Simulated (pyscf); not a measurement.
# Four-centre exchange: hydrogen fluoride (HF) + F–Ge(F)(F)–F -> F–Ge(F)(F)–F + hydrogen fluoride (HF)

Gas phase, singlet surface, charge 0. Bonds broken: F1–H7, Ge2–F6. Bonds formed: F1–Ge2, F6–H7. Optimised with ωB97X-D3(BJ)/def2-SVP in PySCF.

Transition state (Å):

```xyz
7

F      0.2463     1.0522     0.6915
Ge    -1.1986     0.0284    -0.0879
F     -1.5356    -1.4327    -0.9096
F     -2.1977     1.2987    -0.6179
F     -1.6357    -0.4458     1.4962
F      0.2701     0.3049    -1.3085
H      0.6460     0.8838    -0.3728
```

One imaginary mode, 561i cm⁻¹; descent along it reached the two sides named.

| bond | change | reactant side (Å) | saddle | product side |
|---|---|---|---|---|
| F1–H7 | breaks | 0.931 | 1.149 | 2.097 |
| Ge2–F6 | breaks | 1.720 | 1.930 | 2.511 |
| F1–Ge2 | forms | 2.508 | 1.935 | 1.719 |
| F6–H7 | forms | 2.093 | 1.163 | 0.931 |

Electronic energies relative to the separated reactants (kcal/mol):

```tsv
level	barrier	reaction energy	reverse barrier
ωB97X-D3(BJ)/def2-TZVP	15.6	0.0	15.6
PBE/def2-TZVP	11.2	0.0	11.2
r²SCAN/def2-TZVP	11.0	0.0	11.0
B3LYP-D3(BJ)/def2-TZVP	15.4	0.0	15.4
PBE0-D3(BJ)/def2-TZVP	14.1	0.0	14.1
M06-2X/def2-TZVP	14.8	0.0	14.8
ωB97M-D3(BJ)/def2-TZVP	15.4	0.0	15.4
HF/def2-TZVP	31.3	0.0	31.3
```

With ωB97M-D3(BJ)/def2-TZVP energies and thermal terms (ideal gas, 1 atm, RRHO with modes under 100 cm⁻¹ raised to 100, one conformer, R ln 2 for chiral ones without a mode under 150 cm⁻¹), in kcal/mol:

```csv
T (K),ΔH‡,ΔG‡,ΔH,ΔG
298,14.5,23.9,0.0,0.0
600,14.1,33.6,0.0,0.0
900,14.2,43.3,0.0,0.0
1200,14.6,52.9,0.0,0.0
```

This is the saddle that the search found; another between the same sides may lie lower. Elements up to Kr have no core potential and no relativistic terms here.
